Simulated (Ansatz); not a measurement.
**BHO2 (oxoborinic acid): the energy, rung by rung**

BHO2: 4 atoms, total charge 0, spin state singlet. As SMILES, `O=BO`. The shape is that of a PBE0-D4/def2-TZVP optimisation.

```xyz
4

O    -1.5551    0.5235    0.4285
B    -0.4239    0.1320    0.2486
O     0.8167   -0.3020    0.1086
H     1.1623   -0.3535   -0.7857
```

Each level gives the energy change with the B2–O3 bond stretched from 1.322 to 3.304 Å (eV). The values are calculated.

| level | kind | program | value (eV) | less FCI/STO-3G | CPU time (all runs) |
| --- | --- | --- | --- | --- | --- |
| SVWN5/STO-3G (restricted) | LDA | Ansatz | 8.81 | +3.54 | 1 s |
| PBE/STO-3G (restricted) | GGA | Ansatz | 8.06 | +2.79 | 1.5 s |
| r2SCAN/STO-3G (restricted) | meta-GGA | Ansatz | 8.50 | +3.23 | 4.3 s |
| PBE0/STO-3G (restricted) | global hybrid | Ansatz | 9.13 | +3.86 | 1.6 s |
| HSE06/STO-3G (restricted) | range-separated hybrid | Ansatz | 9.10 | +3.83 | 2.2 s |
| B2PLYP/STO-3G (restricted) | double hybrid | Ansatz | 7.56 | +2.29 | 2.6 s |
| MP2/STO-3G (restricted) | perturbation theory | Ansatz | 6.49 | +1.22 | 0.26 s |
| CCSD(T)/STO-3G (restricted) | coupled cluster or CI | Ansatz | 4.95 | -0.32 | 0.31 s |
| FCI/STO-3G | exact in the basis | Ansatz | 5.27 | 0.00 | 23 s |

FCI/STO-3G is exact within its basis and frozen core, so for wave-function methods in that basis the difference is their error; functionals converge differently with the basis, so for them it is only a difference. The first shape isn't each level's own minimum. The values span 4.95 to 9.13 eV. All rows use very small basis sets, so none should be taken for the real molecule's value. In so small a basis fixed costs decide the times, and correlated methods can beat functionals. CPU times are rough (shared hosts, several kinds of processor and program).
